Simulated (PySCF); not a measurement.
## Bonding in cis-2-pentene

cis-2-pentene, C5H10.
Atom-mapped SMILES: `[CH3:1]/[CH:2]=[CH:3]/[CH2:4][CH3:5]` (hydrogens: H6, H7, H8 on C1; H9 on C2; H10 on C3; H11, H12 on C4; H13, H14, H15 on C5)

Structure used (PBE0-D3(BJ)/def2-SVP), in Å, numbered top down from 1:
```xyz
15
C5H10 angstrom
C      2.5448   -0.3032    0.2415
C      1.1930   -0.2736   -0.3910
C      0.0302   -0.3644    0.2612
C     -1.3255   -0.3206   -0.3706
C     -2.1666    0.8622    0.1017
H      3.1481   -1.1436   -0.1417
H      3.1129    0.6153    0.0161
H      2.4790   -0.4029    1.3352
H      1.1676   -0.1714   -1.4848
H      0.0500   -0.4631    1.3562
H     -1.8642   -1.2573   -0.1374
H     -1.2184   -0.2929   -1.4678
H     -3.1671    0.8525   -0.3576
H     -2.3017    0.8452    1.1951
H     -1.6827    1.8170   -0.1556
```

Bond orders from the PBE0/pcSseg-1 density (PySCF). Geometry: PBE0-D3(BJ)/def2-SVP, one conformer, isolated molecule.

(1) How far do the computed orders between heavy atoms stray from the drawn ones?

(2) Give the Mayer order of every bond, beside its length.

## Answers

(1) The largest departure is 0.106, at C2–C3 (drawn double, 1.894).

(2) 
```csv
bond,drawn as,length (Å),Mayer order
C1–C2,single,1.493,1.061
C2–C3,double,1.336,1.894
C3–C4,single,1.496,1.035
C4–C5,single,1.526,1.041
C1–H6,single,1.103,0.952
C1–H7,single,1.103,0.952
C1–H8,single,1.100,0.968
C2–H9,single,1.099,0.956
C3–H10,single,1.100,0.951
C4–H11,single,1.105,0.940
C4–H12,single,1.103,0.956
C5–H13,single,1.101,0.967
C5–H14,single,1.102,0.967
C5–H15,single,1.101,0.967
```

Bonds between the same two heavy elements. C–C: lowest C3–C4 (1.035, 1.496 Å), highest C2–C3 (1.894, 1.336 Å).

**Question.** Sum the orders of all bonds at each heavy atom with more than one neighbour and set the sums beside the valence in the SMILES.

**Answer.** C1 3.933 (drawn 4), C2 3.911 (drawn 4), C3 3.880 (drawn 4), C4 3.972 (drawn 4), C5 3.942 (drawn 4). Orders between atoms that aren't bonded are not in these sums.

For a closed shell the Mayer order of atoms A and B is Σ (PS)μν (PS)νμ over the basis functions μ on A and ν on B, with P the density and S the overlap matrix.

These values come from a run that also computed NMR shieldings. On x86-64 server, one thread, no GPU, on a shared host, this took 6.5 s.
